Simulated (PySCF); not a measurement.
HSi(OH), singlet: data card

These are results of PBE0/[Si def2-TZVP, H def2-TZVP, O def2-TZVP], no relativity, density fitting, PySCF, not measurements.

The structure is a minimum.

Z-matrix (Å, degrees; charge 0 multiplicity 1):
```
Si
H  1 1.5478
O  1 1.6526 2 97.77
H  3 0.9601 1 118.91 2 0.00
```

* Point group: Cs
* Bond lengths: O–H 0.960 Å, Si–H 1.548 Å, Si–O 1.653 Å
* Bond angles: H–O–Si 118.9°, H–Si–O 97.8°
* Dipole moment: 1.64 D
* Principal polarisabilities: 28.1, 33.6, 37.8 bohr³
* Entropy at 298.15 K and 1 bar: 242.4 J/(mol K)
* Highest occupied level: -6.63 eV
* Rotational constants: 5.7, 0.5481, 0.5 cm⁻¹
* Zero-point energy: 54.0 kJ/mol
* Lowest empty level: -2.06 eV
* Principal quadrupole moments (Buckingham, traceless) about the centre of mass: -4.28, 2.01, 2.27 D Å
* Heat capacity Cp at 298.15 K: 44.5 J/(mol K)
* Enthalpy at 298.15 K above 0 K: 10.81 kJ/mol
* Atomisation energy without zero-point energy: 1233 kJ/mol
* Rotational symmetry number: 1

Harmonic modes (masses in u: Si 27.977, H 1.008, O 15.995):
| symmetry | ω (cm⁻¹) | IR (km/mol) |
| --- | --- | --- |
| a'' | 637 | 139 |
| a' | 740 | 130 |
| a' | 871 | 105 |
| a' | 962 | 62.3 |
| a' | 1927 | 407 |
| a' | 3885 | 83.0 |

Charges (e):
| atom | Mulliken | Löwdin | polar tensor | Mayer order to Si1 |
| --- | --- | --- | --- | --- |
| Si1 | 0.22 | 0.07 | 0.72 | – |
| H2 | -0.08 | -0.09 | -0.28 | 0.93 |
| O3 | -0.48 | -0.15 | -0.75 | 1.23 |
| H4 | 0.33 | 0.16 | 0.31 | 0.04 |
Other Mayer orders above 0.3: O–H 0.87.

Mulliken populations on Si1: s 5.79, p 7.69, d 0.25, f 0.04.

Only a few start shapes were tried, so a lower isomer may exist.

The final relaxation and frequency run took 28 s on 2 threads of a shared Arm Neoverse V1 host, with 80 basis functions and 19 gradients; the process peaked at 0.93 GiB. Launch command: `OMP_NUM_THREADS=2 python axn.py task.json out`.
